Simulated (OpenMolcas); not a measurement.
# PH2 (SMILES [PH2]) at UBMK/ANO-L-VQZP

What is the vertical doublet–quartet gap of PH2 at UBMK/ANO-L-VQZP? 

Program for the calculation: OpenMolcas 26.06.

### Step 1. The system as given

PH2 has 3 atoms, charge 0, and is taken as a doublet. SMILES: `[PH2]`. The shape is that of a GFN2-xTB optimisation.

Bond lengths: P1–H2 1.392 Å, P1–H3 1.392 Å. Angles: H2–P1–H3 91.4°.

### Step 2. The energy at UBMK/ANO-L-VQZP

File geom.xyz:

```xyz
3

P      0.514470    -0.302750     0.252680
H      0.111510     1.027360     0.172420
H     -0.625980    -0.724620    -0.425100
```

File job.input:

```
&GATEWAY
 Coord = geom.xyz
 Basis = ANO-L-VQZP
 Group = NoSym

&SEWARD

&SCF
 UHF
 Spin = 2
 KSDFT = 2
 1.0 HYB_MGGA_X_BMK
 1.0 GGA_C_BMK
 PrOrbitals = 0
```

On the command line:

```console
export MOLCAS_MEM=1860
pymolcas job.input > job.log
```

Output:

```text
--- Start Module: gateway ---
[...]
--- Stop Module: gateway /rc=_RC_ALL_IS_WELL_ ---
--- Start Module: seward ---
[...]
      Basis functions           96
--- Stop Module: seward /rc=_RC_ALL_IS_WELL_ ---
[...]
--- Start Module: scf ---
[...]
       Convergence after   9 Iterations
[...]
::    Total KS-DFT energy                            -342.4215456711
[...]
      Total spin, S                                     0.5018726611
[...]
      Total electronic charge=   17.000000
      Total            charge=   -0.000000
[...]
      Dipole Moment (debye):
      Origin of the operator (angstrom)=    0.4673   -0.2750    0.2295
                   X= -4.7219E-01               Y=  2.7786E-01               Z= -2.3192E-01           Total=  5.9494E-01
      Quadrupole Moment (debye*angstrom):
[...]
--- Stop Module: scf /rc=_RC_ALL_IS_WELL_ ---
[...]
```

Run time: 14 s. Hardware: 1 thread of Arm Neoverse V1, shared host; peak memory 0.53 GiB.

### Step 3. The quartet

geom.xyz is that of step 2.

File job.inp:

```
&gateway
  coord=geom.xyz
  basis=ANO-L-VQZP
  group=NoSym

&seward

&scf
  uhf
  spin=4
  ksdft=2
  1.0 HYB_MGGA_X_BMK
  1.0 GGA_C_BMK
  prorbitals=0
```

On the command line:

```console
export MOLCAS_MEM=1860
pymolcas job.inp > job.log
```

Output:

```text
--- Start Module: gateway ---
[...]
--- Stop Module: gateway /rc=_RC_ALL_IS_WELL_ ---
--- Start Module: seward ---
[...]
      Basis functions           96
--- Stop Module: seward /rc=_RC_ALL_IS_WELL_ ---
[...]
--- Start Module: scf ---
[...]
       Convergence after  14 Iterations
[...]
::    Total KS-DFT energy                            -342.1838123365
[...]
      Total spin, S                                     1.5007705722
[...]
      Total electronic charge=   17.000000
      Total            charge=   -0.000000
[...]
      Dipole Moment (debye):
      Origin of the operator (angstrom)=    0.4673   -0.2750    0.2295
                   X= -5.5512E-01               Y=  3.2667E-01               Z= -2.7265E-01           Total=  6.9943E-01
      Quadrupole Moment (debye*angstrom):
[...]
--- Stop Module: scf /rc=_RC_ALL_IS_WELL_ ---
[...]
```

It took 18 s on 1 thread of Arm Neoverse V1, shared host; peak memory 0.53 GiB.

### Step 4. Results

Level: UBMK/ANO-L-VQZP.

| quantity | value |
| --- | --- |
| doublet: total energy | -342.42155 Eh |
| doublet: dipole moment | 0.59 D |
| doublet: HOMO energy (highest over α and β) | -7.67 eV |
| doublet: LUMO energy (lowest over α and β) | -2.73 eV |
| doublet: ⟨S²⟩ | 0.754 |
| quartet: total energy | -342.18381 Eh |
| quartet: dipole moment | 0.70 D |
| quartet: HOMO energy (highest over α and β) | -2.95 eV |
| quartet: ⟨S²⟩ | 3.753 |
| vertical energy of the quartet above the doublet | 6.469 eV |

What this shows: This program's gradients are faulty for this kind of reference, so any forces in the log (quartet) can't be trusted; the energy can. This program's gradients are faulty for this kind of reference, so any forces in the log (doublet) can't be trusted; the energy can. At this shape the quartet lies 6.47 eV (149 kcal/mol) above the doublet. Mulliken charges (doublet) run from -0.47 on P1 to +0.24 on H2; in a basis this large or diffuse they mean little. Mulliken charges (quartet) run from -0.49 on P1 to +0.25 on H2; in a basis this large or diffuse they mean little.
